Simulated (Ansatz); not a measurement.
A structure relaxed at PBE0-D4/def2-TZVP, charge 0, multiplicity 1:

| atom | x (Å) | y (Å) | z (Å) |
| --- | --- | --- | --- |
| C1 | -0.5301 | 0.0125 | -1.3963 |
| C2 | -0.1063 | 0.0903 | -0.1365 |
| C3 | -0.9120 | 0.8632 | 0.8312 |
| O4 | -0.5726 | 1.0878 | 1.9625 |
| C5 | 1.1515 | -0.5340 | 0.3564 |
| Cl6 | 0.8056 | -2.0909 | 1.1677 |
| H7 | -1.4591 | 0.4870 | -1.6963 |
| H8 | 0.0243 | -0.5195 | -2.1611 |
| H9 | -1.8707 | 1.2508 | 0.4270 |
| H10 | 1.6278 | 0.0992 | 1.1028 |
| H11 | 1.8415 | -0.7464 | -0.4573 |

**Question.** Give its formula and SMILES.

**Answer.** C4H5ClO, `C=C(C=O)CCl`.

**Question.** Summarise the bond lengths by kind.

**Answer.** 3 × C–C 1.332 to 1.488 Å; 5 × C–H 1.084 to 1.110 Å; 1 × C–O 1.202 Å; 1 × C–Cl 1.789 Å.

Results of the Gaussian-basis code of Ansatz.
